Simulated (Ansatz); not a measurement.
Results of rVV10 (PAW; Ansatz, a program for electronic structure) for 1T (CdI2-type) TaSe₂ (undistorted form, which takes a superstructure on cooling).

Settings: plane-wave cutoff 520 eV, 18×18×10 k mesh (along the axes of the cell as run), Fermi–Dirac smearing 0.05 eV, scalar-relativistic PAW data made under PBE.

Response to compression and expansion:

Shape and atoms are relaxed at each volume.

```json
[
 {"V (Å³/atom)": "21.866", "P (GPa)": "1.91", "c (Å)": "6.183", "a (Å)": "3.500"},
 {"V (Å³/atom)": "22.321", "P (GPa)": "0.86", "c (Å)": "6.255", "a (Å)": "3.516"},
 {"V (Å³/atom)": "22.777", "P (GPa)": "0.00", "c (Å)": "6.332", "a (Å)": "3.530"},
 {"V (Å³/atom)": "23.232", "P (GPa)": "-0.70", "c (Å)": "6.413", "a (Å)": "3.543"},
 {"V (Å³/atom)": "23.688", "P (GPa)": "-1.23", "c (Å)": "6.502", "a (Å)": "3.553"}
]
```

Note: the relaxation could not lower the start's symmetry, so the cell can be a saddle point above a distorted one; the bulk modulus comes from volumes at which shape and atoms were relaxed.
